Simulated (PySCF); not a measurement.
This PySCF input asks for the spin–spin couplings of SMILES [BH3-]C#N, [CH$_{3}$BN]-; the geometry comes from PBE0-D3(BJ)/def2-SVP.

```python
import basis_set_exchange as bse
import numpy as np
from pyscf import gto, dft
from pyscf.data import nist
from pyscf.prop import ssc

atoms = """
B    -0.008313   -0.000708   -0.520918
C     0.015585    0.001923    1.066568
N     0.035203    0.003129    2.233072
H     1.157340    0.004231   -0.943150
H    -0.604821    1.010332   -0.919623
H    -0.595004   -1.018918   -0.915949
"""
names = dict.fromkeys(["B", "C", "N", "H"], "pcJ-1")
basis = {el: gto.basis.parse(bse.get_basis(n, elements=[el], fmt="nwchem")) for el, n in names.items()}
mol = gto.M(atom=atoms, basis=basis, charge=-1, verbose=0)
mf = dft.RKS(mol, xc="B3LYP")
mf.grids.level = 2
mf.grids.alignment = dft.numint.BLKSIZE   # the property module wants whole blocks of grid points
mf.conv_tol = 1e-9
mf.kernel()

sc = ssc.RKS(mf)
sc.with_fcsd = True   # Fermi contact and spin-dipole together
sc.max_cycle_cphf = 60
g = {"B": 1.7924326, "C": 1.4048236, "H": 5.58569468, "N": -0.566378}   # nuclear g factors of 11B, 13C, 1H, 15N
sc.nuc_pair = [(i, j) for i in range(mol.natm) for j in range(i + 1, mol.natm)
               if mol.atom_pure_symbol(i) in g and mol.atom_pure_symbol(j) in g]
K = sc.kernel()
unit = nist.HARTREE2J / nist.PLANCK * (0.5 * nist.E_MASS / nist.PROTON_MASS) ** 2
for (i, j), k in zip(sc.nuc_pair, K):
    a, b = mol.atom_pure_symbol(i), mol.atom_pure_symbol(j)
    J = unit * g[a] * g[b] * np.trace(k) / 3
    if abs(J) >= 1:
        print("%s%d %s%d %8.1f Hz" % (a, i, b, j, J))
```

Question: What does it print?

Answer: 
```
B0 C1     62.2 Hz
B0 H3     95.5 Hz
B0 H4     95.5 Hz
B0 H5     95.5 Hz
C1 N2    -16.1 Hz
C1 H3     -6.8 Hz
C1 H4     -6.8 Hz
C1 H5     -6.8 Hz
N2 H3     -1.6 Hz
N2 H4     -1.6 Hz
N2 H5     -1.6 Hz
H3 H4    -14.7 Hz
H3 H5    -14.7 Hz
H4 H5    -14.7 Hz
```

These numbers come from an equivalent density-fitted implementation of the same equations, which agrees with the script to about 0.1 Hz, so last digits may differ.

Size and cost of the density-fitted run: 111 basis functions, 4.4 s wall time on 1 thread of an x86-64 server CPU, shared host.
